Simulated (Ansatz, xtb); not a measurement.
# Isomers of HOPS in order of energy

4 gas-phase structures of HOPS, found in a search over its isomers (lower ones may exist). Each was relaxed with GFN2-xTB; where two conformers were screened, the lower at r2SCAN-D4/def2-SVP is listed:

A. `O=PS`, a singlet
B. `O=[PH]=S`, a singlet
C. `OP=S`, a singlet
D. `O1PS1`, a singlet

Question: Which do you expect lowest at r2SCAN-D4/def2-SVP, and how would the others follow?

Answer: Calculated order at r2SCAN-D4/def2-SVP: C (0.0), A (9.8), B (15.0), D (55.8) kcal/mol.

Energies above the lowest of each column, in kcal/mol; the last columns are at PBE0-D3(BJ)/def2-SVP geometries and were run for some of them only (a dash: not run or not comparable):

```json
{"structure": "C", "GFN2-xTB": "0.0", "HF/STO-3G": "0.0", "r2SCAN-D4/def2-SVP": "0.0", "PBE0-D3(BJ)/def2-SVP": "0.0", "CCSD(T)/def2-TZVPP": "0.0"}
{"structure": "A", "GFN2-xTB": "0.7", "HF/STO-3G": "5.7", "r2SCAN-D4/def2-SVP": "9.8", "PBE0-D3(BJ)/def2-SVP": "10.3", "CCSD(T)/def2-TZVPP": "8.4"}
{"structure": "B", "GFN2-xTB": "12.4", "HF/STO-3G": "64.4", "r2SCAN-D4/def2-SVP": "15.0", "PBE0-D3(BJ)/def2-SVP": "16.2", "CCSD(T)/def2-TZVPP": "–"}
{"structure": "D", "GFN2-xTB": "28.5", "HF/STO-3G": "7.5", "r2SCAN-D4/def2-SVP": "55.8", "PBE0-D3(BJ)/def2-SVP": "–", "CCSD(T)/def2-TZVPP": "–"}
```

Every level run on C puts it lowest or level with the lowest. Flexible structures stand in one conformer each, not always the lowest. Frequencies (PBE0-D3(BJ)/def2-SVP) were run for A, C alone. Large T1 diagnostics make some coupled-cluster values less sure.

Over these structures GFN2-xTB departs from r2SCAN-D4/def2-SVP by 8.8 kcal/mol on average once a common shift is removed. A GFN2-xTB relaxation took about 0.26 s and the r2SCAN-D4/def2-SVP energy about 2.5 s on a shared host (Ansatz 0.2.0, xtb 6.7.1).
